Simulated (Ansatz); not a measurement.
# AlH₃F (doublet): the correlation ladder at distance Al1–H4 along a hydrogen transfer = 1.475 Å, cc-pVDZ

How much of the correlation energy of AlH₃F (doublet) does each wave-function method recover here?

Method: cc-pVDZ, core rule «outside noble gas», up to 6 orbitals frozen; program: Ansatz 0.2.0, Gaussian basis.

The runs, in order: UHF; CCSD(T) on ROHF; CCSD(T) on UHF; BCCD(T) on ROHF; CISD; CCSDT(Q) on ROHF; CCSDT(Q) on UHF; CASSCF and MRCISD+Q, 3 electrons in 3 orbitals; CASSCF and NEVPT2, 3 electrons in 3 orbitals.

19 further runs of the same task are left out: 9 for a known fault of the program, 8 that didn't finish, 2 set aside as unsound or not needed.

### Step 1. What is computed

The geometry derives from fragments relaxed apart (PBE0/def2-TZVP) and kept rigid, so it is no stationary point. A hydrogen atom is moved between rigid fragments.

5 atoms, charge 0, spin multiplicity 2.

Atoms are counted from 1 here; the program's logs count them from 0.

Bond lengths: Al1–H2 1.586 Å, Al1–H3 1.586 Å, Al1–H4 1.475 Å. Angles: H2–Al1–H3 120.0°, H2–Al1–H4 120.0°, H3–Al1–H4 120.0°.

### Step 2. UHF

The input, in.yaml:

```yaml
crystal:
  periodic: [false, false, false]
  atoms:
    - {symbol: Al, position_ang: [-1.085586, 0.000000, 0.000000]}
    - {symbol: H, position_ang: [-1.878510, 1.373384, 0.000000]}
    - {symbol: H, position_ang: [-1.878510, -1.373384, 0.000000]}
    - {symbol: H, position_ang: [0.389414, 0.000000, 0.000000]}
    - {symbol: F, position_ang: [1.720414, 0.000000, 0.000000]}
basis:
  gaussian: {orbitals: cc-pVDZ}
magnetization: {spin_polarized: true, initial_magnetization: 1}
hamiltonian: {xc: hf}
output: {orbitals: {seedname: orbitals}}
```

Command:

```bash
$ ansatz run in.yaml --threads 1 --pin off --events-out ev --progress --plain --max-ram 2393MiB
```

After this run come: CCSD(T) on ROHF; CCSD(T) on UHF; BCCD(T) on ROHF; CISD; CCSDT(Q) on ROHF; CCSDT(Q) on UHF; CASSCF and MRCISD+Q, 3 electrons in 3 orbitals; CASSCF and NEVPT2, 3 electrons in 3 orbitals.

**Question.** What will the summary of the whole plan be? Wanted: UCCSDT(Q) below the RHF energy; RMP2 from UCCSDT(Q); UMP2 from UCCSDT(Q); RCCSD from UCCSDT(Q); RCCSD(T) from UCCSDT(Q); UCCSD(T) from UCCSDT(Q); RCCSDT(Q) from UCCSDT(Q); NEVPT2 pair from UCCSDT(Q); MRCISD+Q pair from UCCSDT(Q).

The runs gave:

```
                         quantity                                                   value
   UCCSDT(Q) below the RHF energy                                              -8.0795 eV
              RMP2 from UCCSDT(Q)                                           +103.0 kJ/mol
              UMP2 from UCCSDT(Q)                                           +105.8 kJ/mol
             RCCSD from UCCSDT(Q)                                            +13.8 kJ/mol
          RCCSD(T) from UCCSDT(Q)                                             +3.4 kJ/mol
          UCCSD(T) from UCCSDT(Q)                                             +3.4 kJ/mol
         RCCSDT(Q) from UCCSDT(Q)                                              0.0 kJ/mol
       NEVPT2 pair from UCCSDT(Q)                                            +91.6 kJ/mol
     MRCISD+Q pair from UCCSDT(Q)                                            +11.7 kJ/mol
levels within 1 kcal/mol (43 meV)  RCCSD(T), UCCSD(T), BCCD(T), RCCSDT, UCCSDT, RCCSDT(Q)
                    T1 diagnostic                                                   0.037
```

In words: RCCSD(T) lands +3.4 kJ/mol from the yardstick (0.4 % of the correlation energy). Of the multireference levels listed MRCISD+Q pair comes nearest in total energy (+11.7 kJ/mol), which doesn't show that its space is the better one. These misses are within one basis, not against nature; the frozen cores of restricted and unrestricted runs differ, which can shift their rows.
